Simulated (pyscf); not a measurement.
This saddle point was located with ωB97X-D3(BJ)/def2-SVP in PySCF.

```xyz
10

C     -1.3863    -1.1846     0.7349
In     0.1042     0.2438     0.1721
H     -1.1905    -2.1456     0.2358
H     -2.3806    -0.8245     0.4332
H     -1.3857    -1.3490     1.8226
H     -0.7244     2.0000     0.0488
H      1.7772     0.4950     0.4043
S     -0.3991     0.8779    -2.3713
H     -0.6943     1.7758    -1.0413
H     -1.6365     0.3437    -2.3407
```

Surface: singlet, charge 0. Lowest wavenumbers (cm⁻¹): 1301i, 60, 96, 235, 262.

Name the species on either side of this saddle.

H₃C–InH₂ + H₂S ⇌ H₃C–InH–SH + hydrogen (H₂), a four-centre exchange read from left to right: H–In, H–S broken and In–S, H–H formed. At ωB97M-D3(BJ)/def2-TZVP it lies +9.6 kcal/mol from the left side and +28.6 kcal/mol from the right (each side as separated species at their lowest minima found). On the reactant side the descent ends in an adduct with a In–S contact, 12.6 kcal/mol under the separated species and 17.5 kcal/mol under the saddle at ωB97X-D3(BJ)/def2-TZVP. What is counted as formed (In–S) is already present as a longer contact in the reactant adduct; forming that adduct is a step of its own. At ωB97X-D3(BJ)/def2-TZVP the barrier from the zero used here is 5.0 kcal/mol. This is the saddle that the search found; another between the same sides may lie lower. Elements past Kr carry the def2 core potentials, without spin-orbit coupling.
